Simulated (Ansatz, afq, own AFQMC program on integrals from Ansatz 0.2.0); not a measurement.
CHB, singlet: AFQMC among the cluster methods

```xyz
3

B     0.0000    0.1058    0.9257
C     0.0000   -0.1387   -0.7020
H     0.0000    0.5182   -1.5633
```

Connectivity, by distances: B–CH.

Basis 6-31G. Only valence electrons are correlated. Ansatz 0.2.0 and our own AFQMC program on the same integrals; the CISD trial comes from CCSD amplitudes, and released means the phaseless constraint is let go. ± is one standard error of the sampling.

Determinant: RHF, the one that the program's search chose, which needn't be the lowest solution. The geometry is a point of a scan.

Full CI on the same integrals is exact in this basis and with this determinant's frozen core.

Cautions: higher spins were not checked; restricted determinant unstable towards unrestricted (UHF 2.18 eV lower, ⟨S²⟩ 1.66); the search met a lower determinant of the same kind, perhaps of another symmetry (439 meV lower), and this one is a saddle point; strong correlation (T1 0.159, weight of the determinant 0.55, largest double 0.28); (T) is large, 12 % of the CCSD correlation; (Q) is large, 140 meV, so the cluster series hasn't closed; the CCSDTQ amplitudes may be one of several solutions (largest double 0.51); the released energies are still falling, so no released level is given (meV from the phaseless value at times in 1/Eh: -23 ± 4 at 0.24, -42 ± 3 at 0.51, -66 ± 5 at 0.99, -87 ± 4 at 1.62, -102 ± 4 at 2.40); CCSDTQ on the UHF determinant differs (508 meV lower), perhaps since the unrestricted series falls towards higher spin.

The T1 diagnostic is 0.1587. The weight of the determinant in the CISD state is 0.548 and the size of the correlated space is 8 electrons in 18 orbitals.

Reference: full CI, correlation energy -5.526 eV. The cautions show a poor starting determinant, so the rows tell how each method copes with it here, and full CI is the sure value.

| level | E − E(reference) (meV) | share of correlation (%) |
| --- | --- | --- |
| HF | 5525.7 | 0.00 |
| MP2 | 2202.8 | 60.13 |
| CCSD | 557.3 | 89.91 |
| CCSD(T) | -33.5 | 100.61 |
| CCSDT | 52.8 | 99.04 |
| CCSDT(Q) | -87.5 | 101.58 |
| CCSDTQ | 5.1 | 99.91 |
| ph-AFQMC/CISD | 234.1 ± 4.6 | 95.76 |

CCSDT and higher add their correlation energy to the determinant of the CCSD(T) run, since their own runs factorise the integrals more tightly (a shift of under 2 meV). A walk keeps the symmetry of its determinant, which the program's search chose and which needn't be the lowest solution, so a lower state of the same spin and another symmetry isn't excluded.
